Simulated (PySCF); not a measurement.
# C5H7F: the cost of one run

Computed with PySCF 2.14.0, with density-fitted response routines of our own, on a single molecule in the gas phase. Atoms are numbered from 0 throughout.

### 1 Starting geometry

13 atoms, charge 0, multiplicity 1; geometry from: GFN2-xTB. The atoms were then displaced at random by about 0.01 Å, so the start is not that level's minimum.

Bonds of the start (Å): C0–C1 1.29, C1–C2 1.49, C2–C3 1.55, C3–C4 1.29, C3–F5 1.34, C0–H6 1.07, C0–H7 1.11, C1–H8 1.10, C2–H9 1.11, C2–H10 1.08, C4–H11 1.08, C4–H12 1.10.

### 2 Relaxing the molecule at PBE0-D3(BJ)/def2-SVP

Job settings and geometry (Å):

```
{"job": {"xc": "PBE0", "basis": "def2-SVP", "d3": "d3bj", "grid": 1, "shake": 0.01, "kind": "geom"}, "charge": 0, "multiplicity": 1}
C     -1.728780     1.131770    -0.372120
C     -0.820770     0.633520     0.394720
C     -0.388890    -0.790220     0.328500
C      1.117570    -0.925630     0.000300
C      1.906730    -0.025180    -0.485830
F      1.539320    -2.178610     0.237310
H     -2.246560     0.570760    -1.126090
H     -2.035600     2.192430    -0.297500
H     -0.321200     1.249950     1.162490
H     -0.536730    -1.269720     1.318680
H     -0.963290    -1.343580    -0.394980
H      2.944540    -0.250760    -0.672650
H      1.539480     0.988390    -0.686890
```

Run with:

```console
$ OMP_NUM_THREADS=1 python probes_run.py task.json out
```

One launch serves the whole session: the jobs run in the order shown.

Q: Estimate the wall time and peak memory of this first job on 1 thread of Arm Neoverse V1, shared host.

About 46 s, with a peak of 0.52 GiB.
